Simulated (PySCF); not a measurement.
Question: Write Cartesian coordinates for `FP(P(F)F)F` as optimised with PBE0-D3(BJ)/def2-SVP.

Answer: 
```
atom  x, y, z in Å
F1     1.7079   -0.7844   -0.7845
P2     1.0369    0.4622   -0.0065
F3     1.3621    0.0168    1.5122
P4    -1.0381   -0.4608    0.0015
F5    -1.7125    0.7869    0.7748
F6    -1.3587   -0.0186   -1.5192
```

Any rigid rotation of these coordinates is as good. Atoms count from 1 in this order. All 4 F–P bonds measure 1.615 to 1.616 Å. P2 (three-coordinate phosphorus) is pyramidal (angles 99.0°, 93.9° and 93.9°, sum 286.8°, 0.91 Å off the plane of its three neighbours).

Bonds between heavy atoms (Å): F1–P2 1.615, P2–F3 1.616, P2–P4 2.271, P4–F5 1.615, P4–F6 1.616.

Theory: PBE0-D3(BJ)/def2-SVP geometry optimisation, gas phase in PySCF 2.14.0.

Point group: C2h (every atom within 0.08 Å of its image). No PBE0-D3(BJ)/def2-SVP frequencies stand behind this structure, so it isn't proved a minimum. One conformer, not necessarily the lowest (F1–P2–P4–F5 180°).
